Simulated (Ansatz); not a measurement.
Consider the isomerisation: `C/N=C(/C)F` → `C=NC(C)F`.

Calculated with Ansatz (gas phase, PBE0-D4/def2-TZVP geometries, no zero-point term in ΔE). CBS: MP2 limit from def2 TZ/QZ plus the TZ coupled-cluster correction, frozen cores. Functionals use def2-TZVPP. Each species was taken in one conformer, which may not be the lowest.

CCSD(T)/CBS gives +29.3 kJ/mol.

(1) Another level gave +35.1 kJ/mol. Which?
A. RPA@PBE/def2-TZVPP
B. LDA (SPW92)/def2-TZVPP
C. B2PLYP/def2-TZVPP
D. LC-ωPBE/def2-TZVPP

Largest T1 diagnostic among the species: 0.012.

## Answers

(1) C. B2PLYP 35.1, LC-ωPBE 39.5, RPA@PBE/def2-TZVPP 27.2, LDA (SPW92) 44.5 kJ/mol.

Leaving LDA and LC-ωPBE aside and taking each functional with its dispersion term where it has one, the values, not all of them listed here, spread over 8.5 kJ/mol, from BHLYP-D4 to PBE-D4. From BLYP to BHLYP (50 % exact exchange), in def2-TZVPP and without D4, ΔE moves by −4.9 kJ/mol.

CCSD(T)/CBS has its own doubt, a few kJ/mol and more with outer-core shells, so smaller differences from it don't rank the levels.
